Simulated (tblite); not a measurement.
C3H6FS (doublet state).
Numbering: `[CH3:1][C@H:2]([F:3])[CH2:4][S:5]` (hydrogens: H6, H7, H8 on C1; H9 on C2; H10, H11 on C4)

Geometry (GFN2-xTB, Å), atoms numbered from 1 in this order:
```
atom  x, y, z in Å
C1    -1.296   -0.008    0.119
C2     0.051   -0.468   -0.410
F3     0.221   -1.810   -0.119
C4     1.222    0.287    0.218
S5     1.273    1.999   -0.307
H6    -1.343   -0.156    1.196
H7    -1.431    1.047   -0.103
H8    -2.093   -0.580   -0.347
H9     0.094   -0.392   -1.504
H10    1.143    0.266    1.307
H11    2.164   -0.182   -0.077
```

Computed with GFN2-xTB (tblite): harmonic, unscaled wavenumbers at the GFN2-xTB geometry, gas phase. The method is semi-empirical: single wavenumbers can be off by several per cent or more. One conformer, not necessarily the lowest. Open shells enter through the occupations alone, without spin polarisation, and single modes of such species can be off by tens of per cent.

Harmonic wavenumbers (cm⁻¹): 84.2, 184.3, 209.2, 353.7, 375.0, 457.8, 788.2, 810.8, 885.4, 937.5, 1008.6, 1078.0, 1128.5, 1171.7, 1203.7, 1294.2, 1297.3, 1396.4, 1408.8, 1466.5, 1483.7, 2914.3, 2959.1, 2968.1, 3043.1, 3050.6, 3053.7.

A = 8005, B = 2209, C = 1851 MHz; mass 93.017 u (most abundant isotopes); point group C1, symmetry number 1; spin multiplicity 2.

Task: What is the zero-point energy?

Result: Half the sum of the wavenumbers: 18506 cm⁻¹ = 52.91 kcal/mol.

Task: Entropy at 273.15 K, 1 bar (ideal gas, RRHO, classical rotation)?

Result: Translation 39.09, rotation 26.43, vibration 11.01, spin (R ln 2) 1.38: S = 77.9 cal/(mol K).

Task: And Cp and H(273.15 K) − H(0)?

Result: Cp = 21.01 cal/(mol K), of which vibrations give 13.06 (their classical limit is 27 R = 53.7); H(273.15 K) − H(0) = 3.88 kcal/mol without the zero-point energy, 1.71 from vibrations.

Task: What must be added to the electronic energy to get the Gibbs energy at 273.15 K and 1 bar?

Result: ZPE + [H(273.15 K) − H(0)] − T·S = 52.91 + 3.88 − 21.28 = 35.51 kcal/mol.

Task: Blend soft modes into free rotors: weight 1/[1 + (100 cm⁻¹/ν̃)⁴] for the oscillator and the rest for a rotor with moment μB/(μ + B), μ = h/(8π²ν), B = 10⁻⁴⁴ kg m². What vibrational entropy results?

Result: 10.57 cal/(mol K) in place of 11.01, which changes −T·S at 273.15 K by +0.12 kcal/mol.

Hindered rotation and anharmonicity are outside this model. Other conformers, if any are populated, would add a mixing term that is left out. The structure is chiral; the term R ln 2 for an equal mix with its mirror image is left out.

Hardware: one thread, Arm Neoverse V1 (aarch64), no GPU, shared host with 32 logical CPUs at a one-minute load of 12. Cost: 0.2 s wall. This covers the Hessian and the dipole derivatives.
